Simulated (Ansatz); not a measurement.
The input, for Ansatz 0.2.0:

```yaml
crystal:
  periodic: [false, false, false]
  atoms:
    - {symbol: Be, position_ang: [0.000000, 0.000000, 0.000000]}
    - {symbol: Mg, position_ang: [0.000000, 0.000000, 2.422000]}
basis:
  gaussian: {orbitals: "6-31++G**"}
total_charge: -1
magnetization: {spin_polarized: true, initial_magnetization: 1}
hamiltonian: {xc: {name: B3LYP}}
correlation: {method: ccsd_t, electrons: outside_noble_gas}
```

```sh
$ ansatz run in.yaml --threads 1 --pin off --events-out ev --progress --plain --max-ram 2393MiB
```

Log:

```
334 factors; integrals over basis functions are off by at most 7.8e-4 eV
mean field evaluation 1: about -5841.6258 eV, gradient 8.5e0 eV
mean field evaluation 2: about -5841.7815 eV, gradient 8.4e0 eV
mean field evaluation 4: about -5843.3630 eV, gradient 4.7e0 eV
mean field evaluation 8: about -5843.9266 eV, gradient 3.0e-1 eV
mean field evaluation 16: about -5843.9296 eV, gradient 2.4e-3 eV
mean field evaluation 32: about -5843.7242 eV, gradient 5.1e-1 eV
mean field evaluation 64: about -5843.7231 eV, gradient 6.1e-1 eV
mean field evaluation 96: about -5843.7331 eV, gradient 9.3e-2 eV
mean field evaluation 128: about -5843.9266 eV, gradient 9.1e-2 eV
mean field evaluation 160: about -5843.9118 eV, gradient 3.3e-1 eV
mean field evaluation 192: about -5843.9288 eV, gradient 5.2e-2 eV
mean field -5843.92964827 eV, -214.7604534163 hartree, gradient 5.9e-6 eV, S^2 0.755278; 14 other end points of the search recorded, 0 dependent functions left out
6 core orbitals not correlated: weight in the atoms' cores, before any rotation towards them, 1.000 or more for the frozen orbitals, at most 0.000 for the correlated occupied ones
reference -5826.83696099 eV, -214.1323087443 hartree; 3, 2 occupied and 33, 34 virtual orbitals, 334 factors
second order -1.98112329 eV of doubles, -0.10598198 eV of singles
cycle   1  -2.39130406 eV  change   -3.1e-1 eV  update   1.0e-1
cycle   2  -2.57782872 eV  change   -1.9e-1 eV  update   4.4e-2
cycle   3  -2.63764412 eV  change   -6.0e-2 eV  update   2.2e-2
cycle   4  -2.65119214 eV  change   -1.4e-2 eV  update   8.6e-3
cycle   5  -2.65261161 eV  change   -1.4e-3 eV  update   3.5e-3
cycle   6  -2.65191866 eV  change    6.9e-4 eV  update   2.1e-3
cycle   7  -2.65204742 eV  change   -1.3e-4 eV  update   1.3e-3
cycle   8  -2.65222100 eV  change   -1.7e-4 eV  update   7.8e-4
cycle   9  -2.65225160 eV  change   -3.1e-5 eV  update   4.4e-4
cycle  10  -2.65223482 eV  change    1.7e-5 eV  update   2.5e-4
cycle  11  -2.65227940 eV  change   -4.5e-5 eV  update   1.5e-4
cycle  12  -2.65230908 eV  change   -3.0e-5 eV  update   7.3e-5
cycle  13  -2.65229293 eV  change    1.6e-5 eV  update   4.1e-5
cycle  14  -2.65227855 eV  change    1.4e-5 eV  update   2.3e-5
cycle  15  -2.65227105 eV  change    7.5e-6 eV  update   1.1e-5
cycle  16  -2.65227136 eV  change   -3.1e-7 eV  update   5.5e-6
perturbative correction -0.16806618 eV, -0.0061763184 hartree
Total energy: -5829.65729853 eV, -214.2359542373 hartree
```

Ran on 1 thread of Arm Neoverse V1, shared host: 14 s wall, 0.1 GiB peak host memory.
